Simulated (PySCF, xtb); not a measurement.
**Relative energy of two structures of B2H6Si**

Structure a is a singlet given by its coordinates and structure b is `BB[SiH3]`, a singlet. Both are isolated molecules in the gas phase, relaxed with PBE0-D4/def2-SVP; the shapes shown needn't be the lowest conformers.

a (Å):

```yaml
atoms:
  - { symbol: B, position_ang: [0.2019, 0.3554, -1.8059] }
  - { symbol: B, position_ang: [-0.4821, -0.7804, -0.7740] }
  - { symbol: Si, position_ang: [0.8162, 0.9082, -0.1240] }
  - { symbol: H, position_ang: [0.3563, -0.9694, -1.8534] }
  - { symbol: H, position_ang: [-1.5896, -1.1670, -1.0585] }
  - { symbol: H, position_ang: [-0.2786, 0.8384, -2.7906] }
  - { symbol: H, position_ang: [0.1994, 2.0974, 0.5306] }
  - { symbol: H, position_ang: [1.7734, 0.2398, 0.7951] }
  - { symbol: H, position_ang: [0.0532, -1.3375, 0.1632] }
```

Close contacts (Å): B1–B2 1.68, B1–Si3 1.87, B2–Si3 2.23, B1–H4 1.33, B1–H6 1.20, B2–H4 1.38, B2–H5 1.21, B2–H9 1.21, Si3–H7 1.49, Si3–H8 1.49.

b (Å):

```xyz
9

B     1.1624    0.8884    0.4595
B     2.2361    1.9015    1.1403
Si    0.7366   -0.8398    1.4322
H     0.5714    1.0504   -0.5843
H     3.4279    1.8003    0.9365
H     1.8978    2.7403    1.9491
H     1.4822   -1.0407    2.7133
H    -0.7303   -0.8651    1.7400
H     1.0466   -1.9946    0.5282
```

Estimate E(b) − E(a) at the level CCSD(T)/def2-SVP + ΔMP2/def2-TZVPP.

Calculated at CCSD(T)/def2-SVP + ΔMP2/def2-TZVPP: E(b) − E(a) = +2.1 kcal/mol, so structure a lies lower.

How the difference moves with the method:

```tsv
level	geometry	E(b) − E(a) (kcal/mol)	departure from the last row (kcal/mol)	job, with rough time for the two
PBE0-D4/def2-SVP	PBE0-D4/def2-SVP	+5.5	+3.4	optimisation, 84 s
HF/def2-SVP	PBE0-D4/def2-SVP	−19.1	−21.2	part of the CCSD(T) run
MP2/def2-SVP	PBE0-D4/def2-SVP	+4.2	+2.2	part of the CCSD(T) run
CCSD(T)/def2-SVP	PBE0-D4/def2-SVP	+1.6	−0.5	single point
CCSD(T)/def2-SVP + ΔMP2/def2-TZVPP	PBE0-D4/def2-SVP	+2.1		single point, 28 s
```

HF/def2-SVP puts the two in the other order. The largest departure from CCSD(T)/def2-SVP + ΔMP2/def2-TZVPP is that of HF/def2-SVP, 21.2 kcal/mol. No reliable frequencies are at hand for a, so it isn't confirmed as a minimum. Levels run at GFN2-xTB geometries aren't shown. The last row adds to CCSD(T) the change of the MP2 difference between the two basis sets, here +0.5 kcal/mol.

The correlated steps freeze 7 core orbitals. Run with PySCF 2.14.0, xtb 6.7.1; the last row on 2 threads of Arm Neoverse V2 on a shared host.
